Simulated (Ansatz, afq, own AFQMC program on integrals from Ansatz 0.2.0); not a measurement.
Si2NH5, singlet: AFQMC among the cluster methods

```xyz
8

Si   -0.4169    1.1947   -0.1371
N     0.7640   -0.1105   -0.0123
Si    0.5008   -1.7224    0.5687
H     0.2762    2.3948   -0.6987
H    -0.9749    1.5370    1.2035
H     1.7094    0.1112   -0.3178
H    -0.9949   -1.4754    0.8630
H    -1.5393    0.8117   -1.0421
```

Basis def2-TZVP. Noble-gas cores (and the filled d shells of Ga–Kr and In–Xe) are frozen. Integrals, coupled cluster, full CI and functionals: Ansatz 0.2.0; the random walks run on the same integrals in our own AFQMC program. ph-AFQMC/CISD is guided by a CISD state made of CCSD amplitudes; releasing the constraint for a short imaginary time cuts its bias at the price of noise, slowly where states lie close. ± is one standard error of the sampling.

Determinant: UHF, the one that the program's search chose, which needn't be the lowest solution. The geometry is a PBE0/def2-SVP stationary point of this or a neighbouring charge and spin state.

No full CI on the walks' own integrals is used here. The released AFQMC energy serves as the reference, which it does only where one determinant dominates, the energy is flat over the last release times and near the phaseless one (40 meV or 2 meV an electron, half that with transition metals). On small molecules, where full CI could be run and the noise was under 10 meV, such values lay within 10 meV of it in 19 cases of 20, a flattering rate, since the rule was set on those same cases; what remains of the bias isn't in the error bar.

Cautions: the shape changed its bonds on relaxing; the determinant is a saddle point among determinants of its kind; the released value is read at 1.50 1/Eh with a noise of 15 meV, more than in the cases checked (meV from the phaseless value at times in 1/Eh: -12 ± 8 at 0.24, -8 ± 11 at 0.51, 8 ± 12 at 0.99, 11 ± 15 at 1.50).

The T1 diagnostic is 0.0149 and the weight of the determinant in the CISD state is 0.811. The ⟨S²⟩ of the determinant is 0.000 and the size of the correlated space is 18 electrons in 124 orbitals.

```csv
level,correlation energy (eV)
MP2,-11.6272
CCSD,-12.8772
CCSD(T),-13.3721
```

(1) Estimate where phaseless AFQMC with the Hartree–Fock trial lies against CCSD(T) on the same integrals.

(1) 128.3 ± 35.1 meV below CCSD(T).

Reference: AFQMC with the constraint released, correlation energy -13.417 ± 0.015 eV.

```csv
level,E − E(reference) (meV),share of correlation (%)
CCSD(T),45.3 ± 15.3,99.66
ph-AFQMC/HF,-83.0 ± 38.3,100.62
ph-AFQMC/CISD,-10.7 ± 17.5,100.08
```

Released energies are given only where the last usable release times agree within the noise; a slower fall can still hide under it.
